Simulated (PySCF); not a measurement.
# Dipole moment and polarisability of CH4S

Compound: CH4S.
Cartesian coordinates in Å at the GFN2-xTB level; atoms count from 1:
```xyz
6
CH4S angstrom
C     -0.5040   -0.0131    0.0089
S      1.1262    0.7907   -0.1130
H     -0.5907   -0.5217    0.9642
H     -1.2415    0.7803   -0.0577
H     -0.6314   -0.7088   -0.8149
H      1.8445   -0.3255   -0.0089
```

The species is `CS` (CH4S).

Level: CAM-B3LYP/def2-SVPD (PySCF), static field, nuclei fixed, core orbitals frozen in the response. The polarisability tensor in these axes (au):

```
x   40.72  2.73 -0.46
y    2.73 33.96 -0.14
z   -0.46 -0.14 33.19
```

Problem. What are the eigenvalues, a third of the trace, and Δα (Δα² = ½Σ(αi − αj)² over the three pairs)?

Solution. Principal values 32.99, 33.17 and 41.71 au; mean 35.96 au = 5.33 Å³ = 5.93 × 10⁻⁴⁰ C²·m²/J; Δα = 8.63 au (24 % of the mean).

Problem. What is the dipole moment, and where does it point?

Solution. (-0.96, -1.29, 0.16) D, 1.61 D in size, pointing from the negative to the positive side. Measured along this direction, the outermost atoms are S2 at the negative end and H3 and H5 at the positive end.

Problem. Traceless (Buckingham) quadrupole moment about the centre of nuclear charge: eigenvalues?

Solution. -2.87, -0.65, 3.52 D·Å. The values depend on the origin, since the dipole doesn't vanish. The electronic extent ⟨r²⟩ about the same centre is 145 bohr², a root-mean-square distance of 1.25 Å for the 26 electrons.

Problem. Find the Langevin capture rate constant for H3+ (3.023 u) meeting this molecule (48.003 u), k = 2.342 × 10⁻⁹ cm³/s × √(α in Å³ / reduced mass in u).

Solution. The reduced mass is 2.84 u, so k = 3.21 × 10⁻⁹ cm³/s. The formula leaves out the permanent dipole, which adds to the capture rate.

Problem. Sum over states: ᾱ = Σ f/ω², ω in Eh. What share falls to these 8 lowest TDDFT singlets (eV, f)? 5.44, 0.0059; 6.10, 0.0354; 7.25, 0.0166; 7.49, 0.0031; 7.62, 0.0419; 8.36, 0.0271; 8.38, 0.0020; 8.78, 0.1055.

Solution. They add up to 2.98 au, 8.3 % of the 35.96 au; the largest single term is 1.01 au, from the state at 8.78 eV. Terms in order: 0.15, 0.70, 0.23, 0.04, 0.54, 0.29, 0.02, 1.01 au. Higher excitations give the rest. The strengths listed sum to 0.237.

Problem. Orientational against electronic polarisability at 250 K (dilute gas, rigid molecules)?

Solution. In Gaussian units μ²/3kT = 25.17 Å³ against 5.33 Å³, a ratio of 4.72; the Debye molar polarisation (4π/3)N_A(α + μ²/3kT) is 76.9 cm³/mol, leaving out the vibrational part.

Isolated species at its GFN2-xTB geometry, gas phase.
